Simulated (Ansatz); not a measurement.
The input, for Ansatz 0.2.0:

```yaml
crystal:
  periodic: [false, false, false]
  atoms:
    - {symbol: B, position_ang: [0.000000, 0.000000, 0.467098]}
    - {symbol: O, position_ang: [0.000000, 0.000000, -2.106902]}
    - {symbol: H, position_ang: [0.000000, 0.000000, 1.639805]}
basis:
  gaussian: {orbitals: cc-pVDZ}
magnetization: {spin_polarized: true, initial_magnetization: 0}
hamiltonian: {pseudopotentials: {relativity: scalar}}
correlation: {method: ccsdt, electrons: outside_noble_gas}
```

```sh
$ ansatz run in.yaml --threads 1 --pin off --events-out ev --progress --plain --max-ram 2393MiB
```

Log:

```
535 factors; integrals over basis functions are off by at most 1.6e-7 eV
mean field evaluation 1: about -2694.1968 eV, gradient 4.8e1 eV
mean field evaluation 2: about -2694.1967 eV, gradient 4.8e1 eV
mean field evaluation 4: about -2705.3273 eV, gradient 3.2e1 eV
mean field evaluation 8: about -2717.5093 eV, gradient 9.7e-1 eV
mean field evaluation 16: about -2717.8439 eV, gradient 2.1e0 eV
mean field evaluation 32: about -2718.0411 eV, gradient 9.4e0 eV
mean field evaluation 64: about -2720.1104 eV, gradient 2.8e-5 eV
mean field evaluation 96: about -2720.1104 eV, gradient 5.5e-5 eV
mean field evaluation 128: about -2720.0453 eV, gradient 1.3e0 eV
mean field evaluation 160: about -2720.0880 eV, gradient 2.3e0 eV
...
cycle  63  -6.39569276 eV  change    1.6e-6 eV  update   2.6e-6
cycle  64  -6.39569033 eV  change    2.4e-6 eV  update   2.2e-6
cycle  65  -6.39569002 eV  change    3.1e-7 eV  update   2.4e-6
cycle  66  -6.39568894 eV  change    1.1e-6 eV  update   1.6e-6
cycle  67  -6.39569038 eV  change   -1.4e-6 eV  update   2.8e-6
cycle  68  -6.39569082 eV  change   -4.5e-7 eV  update   1.1e-6
cycle  69  -6.39569163 eV  change   -8.1e-7 eV  update   1.6e-6
cycle  70  -6.39569197 eV  change   -3.4e-7 eV  update   9.3e-7
cycle  71  -6.39569242 eV  change   -4.5e-7 eV  update   6.9e-7
cycle  72  -6.39569273 eV  change   -3.1e-7 eV  update   6.1e-7
WARN: the results are in doubt because among natural orbitals full CI differs from the method by +0.687 eV
Total energy: -2725.89152620 eV, -100.1746659123 hartree
Relativity: scalar
In doubt: among natural orbitals full CI differs from the method by +0.687 eV
```

Ran on 1 thread of Intel Xeon Platinum 8259CL, shared host: 27 s wall, 0.17 GiB peak host memory.
